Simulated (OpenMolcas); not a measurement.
How the cost of UX3LYP grows with the basis: O2 (oxygen)

O2 has 2 atoms, charge 0, and is taken as a triplet. As SMILES, `O=O`. The shape is that of a GFN2-xTB optimisation.

UX3LYP, energy, OpenMolcas 26.06, on 1 thread of Intel Xeon Platinum 8488C (Sapphire Rapids), shared host. N is the number of basis functions, t the processor time.

| basis | N | t (s) | ln N | ln t |
| --- | --- | --- | --- | --- |
| aug-cc-pVDZ | 46 | 3.2 | 3.829 | 1.163 |
| cc-pVTZ | 60 | 4.1 | 4.094 | 1.411 |
| aug-cc-pVTZ | 92 | ? | 4.522 | ? |
| cc-pVQZ | 110 | 14 | 4.700 | 2.639 |

Problem. Fit t = C·Nᵖ to the known rows and estimate the time in aug-cc-pVTZ.

Solution. 
1. Means of the 3 rows: ln N = 4.20767, ln t = 1.7377.
2. Σ(Δln N)² = 0.3987, Σ(Δln N·Δln t) = 0.69849, so the slope is 0.69849/0.3987 = 1.7519.
3. Intercept: 1.7377 − (1.7519) × 4.20767 = -5.6337. The largest residual of the fit is 0.128.
4. ln t = -5.6337 + 1.7519 × 4.522, so t ≈ 9.9 s.

The run took 9.5 s, so the estimate is too long by a factor of about 1.0. The fitted power is 1.8, with the electron count fixed.
